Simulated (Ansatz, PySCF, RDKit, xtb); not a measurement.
# Solving CH6SSi, step by step

Task: start from the formula CH6SSi, draw up candidate structures, narrow them down in stages, and characterise the one that lies lowest at 298.15 K.

The funnel: GFN2-xTB relaxations, single points with a density functional, relaxations at BLYP-D3(BJ)/def2-SVP, harmonic vibrations, and a last energy at a higher level. All values are calculated.

4 further runs of the same task are left out: 4 set aside as unsound or not needed.

## 1. Drawing up candidates

All bonding patterns within simple valence rules are listed by program: one Lewis structure each, at most two rings and one unusual centre or charged pair. O–O, O–halogen and N–halogen bonds and N–N–N chains are not drawn. That gives 6 candidates.

| label | SMILES | spin |
| --- | --- | --- |
| c260 | C[SiH-][SH2+] | singlet |
| c395 | C=[SH][SiH3] | singlet |
| c480 | [SiH3]CS | singlet |
| c513 | CS[SiH3] | singlet |
| c676 | C[SiH2]S | singlet |
| c960 | C[SH]=[SiH2] | singlet |

Candidates are built by distance geometry, with a force field where one applies, in up to four conformers (letters a to d).

**Question.** With final energies at CCSD(T)/def2-TZVP, which structure will this search put lowest in free energy, and by what margin?

| quantity | value |
| --- | --- |
| lowest structure found | C[SiH2]S, singlet, Cs |
| next finalist | CS[SiH3], singlet, 13.7 kcal/mol higher in G |
| share at equilibrium, among the finalists | 100.0 % |
| harmonic wavenumbers, lowest and highest (BLYP-D3(BJ)/def2-SVP) | 146 and 3054 cm⁻¹ |
| rotational constants, same geometry | 0.4735, 0.1236, 0.1036 cm⁻¹ |
| dipole moment (PBE0/def2-TZVPD) | 1.11 D |
| HOMO energy (PBE0/def2-TZVPD) | -7.34 eV |
| LUMO energy (PBE0/def2-TZVPD) | -0.10 eV |
| HOMO–LUMO gap (PBE0/def2-TZVPD) | 7.24 eV |
| lowest excitation (TD-B3LYP/def2-SVPD) | 5.73 eV (f = 0.000) |
| strongest of the states computed, same level | 5.89 eV (f = 0.034) |
| lowest triplet excitation, same level, Tamm-Dancoff | 5.36 eV |
| vertical ionisation energy | 9.54 eV |
| vertical electron affinity | -0.93 eV (unbound: the value depends on the basis) |
| vertical triplet less singlet | +5.34 eV |

The lowest structure found is `C[SiH2]S`. Among the finalists first place is clear (13.7 kcal/mol); structures outside the list aren't covered. GFN2-xTB, HF/STO-3G, r2SCAN-D4/def2-SVP, BLYP-D3(BJ)/def2-SVP, HF/def2-TZVP and MP2/def2-TZVP already put its bonding pattern lowest among the structures in one piece. The search is not exhaustive (a finite list of starts, one conformer a finalist), so a lower isomer can't be ruled out. Patterns outside the rules of the enumeration were met only by chance. The lowest isomer need not be the one that is made and kept in a bottle, which depends on barriers.
